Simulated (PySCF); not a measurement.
# One shape, several levels: doublet [C2H4N2S2]+

We compute a comparison of 4 runs (U-revPBE/cc-pVDZ, UBLYP/cc-pVDZ, UPBE/cc-pVDZ, USVWN5/cc-pVDZ) of doublet [C2H4N2S2]+. Input form: a Python script.

The calculation is run with PySCF 2.14.0.

3 further runs of the same task are left out: 3 set aside as unsound or not needed. Runs told in other sessions of the task aren't counted.

### 1 The structure to begin with

The species is [C2H4N2S2]+ (10 atoms), meant as a doublet with charge +1. As SMILES of the parent species, `NC(=S)C(N)=S`. The coordinates come from a GFN2-xTB relaxation. This is one conformer, not always the lowest. That shape belongs to the parent species and isn't relaxed for this state.

Bond lengths: N1–C2 1.331 Å, C2–S3 1.650 Å, C2–C4 1.476 Å, C4–N5 1.331 Å, C4–S6 1.650 Å, N1–H7 1.005 Å, N1–H8 1.014 Å, N5–H9 1.005 Å, N5–H10 1.014 Å. Some angles: N1–C2–S3 123.2°, N1–C2–C4 116.3°, S3–C2–C4 120.5°, C2–C4–N5 116.3°, C2–C4–S6 120.5°, N5–C4–S6 123.2°, C2–N1–H7 120.5°, C2–N1–H8 118.1°, C4–N5–H9 120.5°, C4–N5–H10 118.0°.

### 2 The energy at U-revPBE/cc-pVDZ (run 1)

geometry.xyz

```xyz
10

N     -0.359660    -1.739770    -0.181770
C      0.368020    -0.626070    -0.131880
S      2.003810    -0.606660    -0.346640
C     -0.368150     0.626310     0.130490
N      0.359690     1.739850     0.181750
S     -2.004620     0.607310     0.342160
H      0.077840    -2.627850    -0.356770
H     -1.360360    -1.662500    -0.039630
H     -0.077290     2.627630     0.359400
H      1.360710     1.661730     0.042890
```

job.py

```python
from pyscf import gto, dft

mol = gto.M(
    atom='geometry.xyz',
    spin=1,
    verbose=3,
    max_memory=1860,
    charge=1,
    basis='cc-pvdz',
)

mf = dft.UKS(mol)
mf.xc = 'revpbe'
mf.grids.level = 5
mf.conv_tol = 1e-10
mf.kernel()
if not mf.converged:
    mf = mf.newton().run(mf.mo_coeff, mf.mo_occ)

e_tot = mf.e_tot
print('E(%s) = %.9f' % ('REVPBE', e_tot))
```

Started as:

```console
$ OMP_NUM_THREADS=1 python job.py
```

Standard output:

```text
WARN: HOMO -0.255194119723864 >= LUMO -0.255194119723862

converged SCF energy = -984.057621514494  <S^2> = 0.75427069  2S+1 = 2.0042661
E(REVPBE) = -984.057621514
```

It took 87 s on 1 thread of Arm Neoverse V1, shared host; peak memory 0.63 GiB.

### 3 The energy at UBLYP/cc-pVDZ (run 2)

start.xyz

```xyz
10
C2H4N2S2
N     -0.359660    -1.739770    -0.181770
C      0.368020    -0.626070    -0.131880
S      2.003810    -0.606660    -0.346640
C     -0.368150     0.626310     0.130490
N      0.359690     1.739850     0.181750
S     -2.004620     0.607310     0.342160
H      0.077840    -2.627850    -0.356770
H     -1.360360    -1.662500    -0.039630
H     -0.077290     2.627630     0.359400
H      1.360710     1.661730     0.042890
```

input.py

```python
from pyscf import gto, dft

molecule = gto.M(
    atom='start.xyz',
    spin=1,
    verbose=3,
    charge=1,
    basis='cc-pvdz',
    max_memory=1860,
)

calc0 = dft.UKS(molecule, xc='blyp')
calc0.conv_tol = 1e-10
calc0.grids.level = 5
calc0.kernel()
if not calc0.converged:
    calc0 = calc0.newton().run(calc0.mo_coeff, calc0.mo_occ)

e_final = calc0.e_tot
print('E(%s) = %.9f' % ('BLYP', e_final))
```

Started as:

```console
$ OMP_NUM_THREADS=1 python input.py
```

Standard output:

```text
WARN: HOMO -0.248367931585688 >= LUMO -0.24836793158569

converged SCF energy = -984.182600017647  <S^2> = 0.75375556  2S+1 = 2.003752
E(BLYP) = -984.182600018
```

Wall time 86 s (1 thread of Arm Neoverse V1, shared host); peak memory 0.63 GiB.

### 4 The energy at UPBE/cc-pVDZ (run 3)

Changes to start.xyz since step 3:

```diff
@@ -1,3 +1,3 @@
 10
-C2H4N2S2
+
 N     -0.359660    -1.739770    -0.181770
```

job.py

```python
from pyscf import gto, dft

mol = gto.M(
    atom='start.xyz',
    charge=1,
    max_memory=1860,
    basis='cc-pvdz',
    spin=1,
    verbose=4,
)

myscf = dft.UKS(mol)
myscf.xc = 'pbe'
myscf.conv_tol = 1e-10
myscf.grids.level = 5
myscf.kernel()
if not myscf.converged:
    myscf = myscf.newton().run(myscf.mo_coeff, myscf.mo_occ)

e_tot = myscf.e_tot
print(f'total energy: {e_tot:.8f} hartree')
```

Started as:

```console
$ OMP_NUM_THREADS=1 python job.py
```

Standard output:

```text
PySCF version 2.14.0

[... 62 lines left out ...]
WARN: HOMO -0.256734794455463 >= LUMO -0.256734794455464
[... 58 lines left out ...]
converged SCF energy = -983.689223741321  <S^2> = 0.75409968  2S+1 = 2.0040955
total energy: -983.68922374 hartree
```

Run time: 87 s. Hardware: 1 thread of Arm Neoverse V1, shared host; peak memory 0.63 GiB.

### 5 A single-point energy at USVWN5/cc-pVDZ (run 4)

calc.py

```python
from pyscf import gto, dft

system = gto.M(
    atom='''
N     -0.359660    -1.739770    -0.181770
C      0.368020    -0.626070    -0.131880
S      2.003810    -0.606660    -0.346640
C     -0.368150     0.626310     0.130490
N      0.359690     1.739850     0.181750
S     -2.004620     0.607310     0.342160
H      0.077840    -2.627850    -0.356770
H     -1.360360    -1.662500    -0.039630
H     -0.077290     2.627630     0.359400
H      1.360710     1.661730     0.042890
''',
    charge=1,
    spin=1,
    max_memory=1860,
    verbose=3,
    basis='cc-pvdz',
)

mf = dft.UKS(system)
mf.xc = 'svwn'
mf.grids.level = 5
mf.conv_tol = 1e-10
mf.kernel()
if not mf.converged:
    mf = mf.newton().run(mf.mo_coeff, mf.mo_occ)

e_tot = mf.e_tot
print('E = %.10f Eh' % e_tot)
```

Started as:

```console
$ OMP_NUM_THREADS=1 python calc.py
```

Standard output:

```text
converged SCF energy = -979.929009678643  <S^2> = 0.75325983  2S+1 = 2.0032572
E = -979.9290096786 Eh
```

Wall time 54 s (1 thread of Arm Neoverse V1, shared host); peak memory 0.41 GiB.

### 6 All runs side by side

```
run             level  energy (Eh)  HOMO energy (eV)  LUMO energy (eV)   ⟨S²⟩  wall time
  1  U-revPBE/cc-pVDZ  -984.057622            -11.35            -10.71  0.754       87 s
  2     UBLYP/cc-pVDZ  -984.182600            -11.18            -10.57  0.754       86 s
  3      UPBE/cc-pVDZ  -983.689224            -11.39            -10.77  0.754       87 s
  4    USVWN5/cc-pVDZ  -979.929010            -11.51            -11.01  0.753       54 s
```

### 7 Summary of results

| quantity | value |
| --- | --- |
| run 4: total energy | -979.92901 Eh |
| run 4: HOMO energy (highest over α and β) | -11.51 eV |
| run 4: LUMO energy (lowest over α and β) | -11.01 eV |
| run 4: ⟨S²⟩ | 0.753 |

Totals of different functionals can't be ranked against each other. All runs together took 5.2 min, the longest 87 s.
